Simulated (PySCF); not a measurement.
# AlB: from the state search to spectroscopic constants

One table from this session's results is given with a row withheld; the runs are named, their logs left out.

The runs use PySCF 2.14.0; Al def2-SVP, B def2-SVP, no relativity.

Set-up of the first run:

Settings of the job:

```yaml
atoms: Al, B
charge: 0
basis: Al def2-SVP, B def2-SVP
Hamiltonian: no relativity
basis_functions: 32
electrons_treated: 18
masses_in_u: 26.9815, 11.0093
levels: PBE0, PBE, r²SCAN, BLYP, M06-L, BHandHLYP, HSE06, HF, MP2, SCS-MP2, CCSD, CCSD(T)
grid: 80 radial by 434 angular points
occupations: held fixed by the projection of orbital angular momentum
dissociation_limit: Al + B, each in its ground configuration
starting_distance_in_angstrom: 2.010
values_of_2S_to_try: 0, 2
```

Started as:

```bash
> OMP_NUM_THREADS=1 python dia.py task.json out
```

Among the steps run: Set-up; The PBE0 curve of the state that the search chose; Excited determinants; PBE (GGA); r²SCAN; BLYP (GGA); M06-L; BHandHLYP (global hybrid GGA); HSE06; ROHF (mean field); Adding correlation.

One of the session's tables, all rows but one given; the rest of the session is left out.

```
       level  Re (Å)  ωe (cm⁻¹)  De (eV)
        ROHF   2.081        575     0.85
    ROHF-MP2   2.044        621     1.64
ROHF-SCS-MP2   2.045        618     1.41
   ROHF-CCSD   2.047        619     1.62
ROHF-CCSD(T)   2.043        623     1.81
         PBE   2.045        607     2.43
        BLYP   2.062        579     2.07
      r²SCAN   2.017        649     2.44
       M06-L   2.001        672     2.44
        PBE0   2.024        631     2.17
       HSE06   2.025        627     2.16
   BHandHLYP       ?          ?        ?
```

Estimate the missing values for BHandHLYP.

As computed: Re (Å): 2.030; ωe (cm⁻¹): 607; De (eV): 1.60. In the column «Re (Å)» it lies between HSE06 (2.025) and ROHF-CCSD(T) (2.043).

De is counted to Al + B in their ground configurations.
